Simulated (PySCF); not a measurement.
Compound: CCl3 (doublet state).
Atom-mapped SMILES: `[Cl:1][C:2]([Cl:3])[Cl:4]`

Method: UKS B3LYP, IGLO-III on C Cl, non-relativistic, mean-field spin-orbit, GIAO (PySCF). Isolated species at its PBE0-D3(BJ)/def2-SVP geometry, gas phase. Stability of the SCF solution: not tested.

(1) Break the g tensor into its mass correction, gauge correction and orbital-Zeeman/spin–orbit terms.

(2) What are the electron Larmor frequencies g μB B/h along the three axes at 330 mT?

(3) What effective moment and Curie constant follow for a powder?

(4) In a frozen sample, at which fields do the three g values resonate at 9.5, 34, 94 and 263 GHz (hyperfine left aside), and which band first spreads them over more than twice a line width of 1.0 mT?

Answers

(1) 
| Δg (ppt) | 1 | 2 | 3 |
| --- | --- | --- | --- |
| relativistic mass correction | -0.23 | -0.23 | -0.23 |
| gauge correction | 0.00 | 0.04 | 0.04 |
| orbital Zeeman/spin–orbit | -2.11 | 12.25 | 12.26 |
| total | -2.34 | 12.06 | 12.06 |

So g = 1.99998, 2.01438, 2.01438 and g_iso = 2.00958; the tensor is axial. 

(2) 9.2374, 9.3039, 9.3040 GHz for g1, g2 and g3, a range of 66.5 MHz.

(3) With the mean of g² = 4.0385 and S(S+1) = 0.75: μ_eff = √(⟨g²⟩S(S+1)) = 1.740 μB and χT = 0.12505·⟨g²⟩·S(S+1) = 0.379 cm³ K/mol (cgs; spin-Hamiltonian part alone).

(4) 
```json
{"band": "X", "GHz": "9.5", "B(g3) mT": "336.95", "B(g2) mT": "336.95", "B(g1) mT": "339.38", "spread mT": "2.43"}
{"band": "Q", "GHz": "34.0", "B(g3) mT": "1205.94", "B(g2) mT": "1205.94", "B(g1) mT": "1214.62", "spread mT": "8.68"}
{"band": "W", "GHz": "94.0", "B(g3) mT": "3334.07", "B(g2) mT": "3334.07", "B(g1) mT": "3358.07", "spread mT": "24.01"}
{"band": "J", "GHz": "263.0", "B(g3) mT": "9328.29", "B(g2) mT": "9328.30", "B(g1) mT": "9395.46", "spread mT": "67.17"}
```

The spread grows in proportion to the frequency. X band is the first where it exceeds 2.0 mT.

The Mulliken spin populations are largest on C2 (+0.75), Cl3 (+0.08), Cl4 (+0.08) and Cl1 (+0.08). C2 is the only atom above +0.15. The angles at C2 add up to 351.2°, so it is slightly pyramidal.

The HOMO–LUMO gaps are 5.12 eV among the α and 6.00 eV among the β orbitals.

Time: 11 s. Hardware: one thread of an x86-64 server, shared host.
